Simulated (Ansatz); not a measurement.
# BHCl₂ (singlet): wave-function methods side by side, cc-pVDZ

How much of the correlation energy of BHCl₂ (singlet) does each wave-function method recover here?

Computed with Ansatz 0.2.0, Gaussian basis. Level: cc-pVDZ, core rule «outside noble gas», up to 11 orbitals frozen.

The runs, in order: UHF; CCSD(T) on RHF; BCCD(T) on RHF; CISD; CCSDT(Q) on RHF; CASSCF and MRCISD+Q, 14 electrons in 11 orbitals; CASSCF and NEVPT2, 14 electrons in 11 orbitals.

22 further runs of the same task are left out: 11 that didn't finish, 11 set aside as unsound or not needed.

## (1) The system

The geometry is a PBE0/def2-TZVP stationary point (not a proven minimum) of the parent state, kept for this charge and spin.

4 atoms, charge 0, spin multiplicity 1.

Atoms are counted from 1 here; the program's logs count them from 0.

Bond lengths: Cl1–B2 1.737 Å, B2–Cl3 1.737 Å, B2–H4 1.274 Å. Angles: Cl1–B2–Cl3 145.6°, Cl1–B2–H4 107.2°, Cl3–B2–H4 107.2°.

As a file:

```
atom   x (Å)    y (Å)    z (Å)
 Cl1  0.0000  -0.0888   1.6590
  B2  0.0000   0.4243   0.0000
 Cl3  0.0000  -0.0888  -1.6590
  H4  0.0000   1.6986   0.0000
```

## (2) UHF

in.yaml reads:

```yaml
crystal:
  periodic: [false, false, false]
  atoms:
    - {symbol: Cl, position_ang: [0.000000, -0.088841, 1.659008]}
    - {symbol: B, position_ang: [0.000000, 0.424315, 0.000000]}
    - {symbol: Cl, position_ang: [0.000000, -0.088841, -1.659008]}
    - {symbol: H, position_ang: [0.000000, 1.698628, 0.000000]}
basis:
  gaussian: {orbitals: cc-pVDZ}
magnetization: {spin_polarized: true, initial_magnetization: 0}
hamiltonian: {xc: hf}
output: {orbitals: {seedname: orbitals}}
```

Started as:

```sh
$ ansatz run in.yaml --threads 1 --pin off --events-out ev --progress --plain --max-ram 2393MiB
```

After this run come: CCSD(T) on RHF; BCCD(T) on RHF; CISD; CCSDT(Q) on RHF; CASSCF and MRCISD+Q, 14 electrons in 11 orbitals; CASSCF and NEVPT2, 14 electrons in 11 orbitals.

Q: Predict the results of all the runs planned. Wanted: RCCSDT(Q) below the RHF energy; RMP2 from RCCSDT(Q); RCCSD from RCCSDT(Q); RCCSD(T) from RCCSDT(Q); NEVPT2 valence from RCCSDT(Q); MRCISD+Q valence from RCCSDT(Q); T1 diagnostic; effectively unpaired electrons.

As calculated:

| quantity | value |
| --- | --- |
| RCCSDT(Q) below the RHF energy | -10.8488 eV |
| RMP2 from RCCSDT(Q) | +1177.7 meV |
| RCCSD from RCCSDT(Q) | +313.0 meV |
| RCCSD(T) from RCCSDT(Q) | +41.3 meV |
| NEVPT2 valence from RCCSDT(Q) | +1568.7 meV |
| MRCISD+Q valence from RCCSDT(Q) | +87.5 meV |
| levels within 1 kcal/mol (43 meV) | RCCSD(T), BCCD(T), RCCSDT |
| T1 diagnostic | 0.013 |
| effectively unpaired electrons | 0.02 |

What this shows: RCCSD(T) misses by +41.3 meV, 0.4 % of the correlation energy. One determinant dominates. Of the multireference levels listed MRCISD+Q valence comes nearest in total energy (+87.5 meV), which doesn't show that its space is the better one. These misses are within one basis, not against nature.
